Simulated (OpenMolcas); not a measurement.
# Exact exchange and the electronic atomisation energy of CH3NO (formaldoxime)

The species is CH3NO (6 atoms), meant as a singlet with charge 0. SMILES: `C=NO`. The shape is that of a PBE0-D4/def2-TZVP optimisation. This is one conformer, not always the lowest.

The electronic atomisation energy y, in eV, basis def2-TZVP; a is the functional's share of exact exchange. Programs: OpenMolcas 26.06.

```
functional     program     a  y (eV)
    r2SCAN  OpenMolcas     0   22.32
    revPBE  OpenMolcas     0   22.43
     B3LYP  OpenMolcas   0.2   22.39
      PBE0  OpenMolcas  0.25       ?
     BHLYP  OpenMolcas   0.5   21.04
```

Task: Fit y = c + s·a to the known rows and predict PBE0.

Result: 
1. Means of the 4 rows: a = 0.1750, y = 22.045.
2. Σ(Δa)² = 0.1675, Σ(Δa·Δy) = -0.4335, so the slope is -0.4335/0.1675 = -2.5881.
3. Intercept: 22.045 − (-2.5881) × 0.1750 = 22.498. The largest residual of the fit is 0.41.
4. PBE0: 22.498 + (-2.5881) × 0.25 = 21.85 eV.

The run gave 22.36 eV, so the prediction is off by -0.51 eV, about the scatter of the fit.
